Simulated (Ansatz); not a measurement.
Mg2H2 was relaxed with PBE-D4 (def2-TZVP) in Ansatz in these states: neutral quintet, neutral singlet, neutral triplet. The geometries follow in no particular order.

A:

```csv
atom,x (Å),y (Å),z (Å)
Mg1,0.9408,-2.1116,-0.2711
Mg2,-0.6271,0.4897,-0.3308
H3,0.8428,-0.4672,0.5511
H4,-1.1565,2.0891,0.0508
```

B:

| atom | x (Å) | y (Å) | z (Å) |
| --- | --- | --- | --- |
| Mg1 | -0.154 | 1.261 | -0.684 |
| Mg2 | 0.156 | -1.262 | 0.682 |
| H3 | -0.342 | 2.778 | -1.502 |
| H4 | 0.340 | -2.777 | 1.505 |

C:

```xyz
4

Mg    0.881   -0.370    1.412
Mg    0.090   -1.066   -1.225
H    -2.110    3.159   -0.353
H     1.139   -1.723    0.166
```

Q: Judge from the bond lengths which geometry belongs to which state (an estimate).

A: A is the neutral triplet (Mg1–H3 1.841 Å, Mg1–Mg2 3.038 Å, Mg2–H4 1.727 Å); B is the neutral singlet (Mg1–H3 1.734 Å, Mg1–Mg2 2.885 Å, Mg2–H4 1.734 Å); C is the neutral quintet (Mg1–H3 4.951 Å, Mg1–Mg2 2.839 Å, Mg2–H4 1.861 Å).

At PBE0-D4/def2-TZVP a singlet lies 1.08 eV below the neutral triplet. At PBE0-D4/def2-TZVP a singlet lies 4.35 eV below the neutral quintet. These are the stationary points nearest to one start from a short search; other shapes may lie lower in each state. The neutral quintet has come apart into loosely held pieces.
